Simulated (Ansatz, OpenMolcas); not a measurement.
PH2 (SMILES [PH2]): the energy, rung by rung

PH2: 3 atoms, total charge 0, spin state doublet. SMILES: `[PH2]`. The shape is that of a GFN2-xTB optimisation.

```jsonl
{"atom": "P", "x (Å)": "0.5145", "y (Å)": "-0.3028", "z (Å)": "0.2527"}
{"atom": "H", "x (Å)": "0.1115", "y (Å)": "1.0274", "z (Å)": "0.1724"}
{"atom": "H", "x (Å)": "-0.6260", "y (Å)": "-0.7246", "z (Å)": "-0.4251"}
```

Each level gives the energy change with the P1–H3 bond stretched from 1.392 to 2.088 Å (eV). The values are calculated.

```tsv
level	kind	program	value (eV)	less FCI/6-31G*
UHF/6-31G* (spherical functions)	Hartree–Fock	Ansatz	1.79	+0.25
USVWN5/6-31G* (spherical functions)	LDA	Ansatz	1.60	+0.06
U-revPBE/6-31G* (spherical functions)	GGA	Ansatz	1.59	+0.05
UPBE0/6-31G* (spherical functions)	global hybrid	Ansatz	1.81	+0.27
UCAM-B3LYP/6-31G* (spherical functions)	range-separated hybrid	Ansatz	1.86	+0.32
RPA@PBE/6-31G* (spherical functions)	RPA	Ansatz	1.58	+0.04
UMP2/6-31G* (spherical functions)	perturbation theory	Ansatz	2.01	+0.47
UBCCD(T)/6-31G* (spherical functions)	coupled cluster or CI	Ansatz	1.55	+0.01
FCI/3-21G	exact in the basis	OpenMolcas	1.17	-0.37
FCI/6-31G* (spherical functions)	exact in the basis	Ansatz	1.54	0.00
```

FCI/6-31G* (spherical functions) is exact within its basis and frozen core, so for wave-function methods in that basis the difference is their error; functionals converge differently with the basis, so for them it is only a difference. The first shape isn't each level's own minimum. The values span 1.17 to 2.01 eV. Spin contamination of the reference (⟨S²⟩ at least 0.1 too high) touches UHF/6-31G*, UMP2/6-31G*, UBCCD(T)/6-31G*. High-level rows in very small sets aren't better than simpler rows in larger ones.
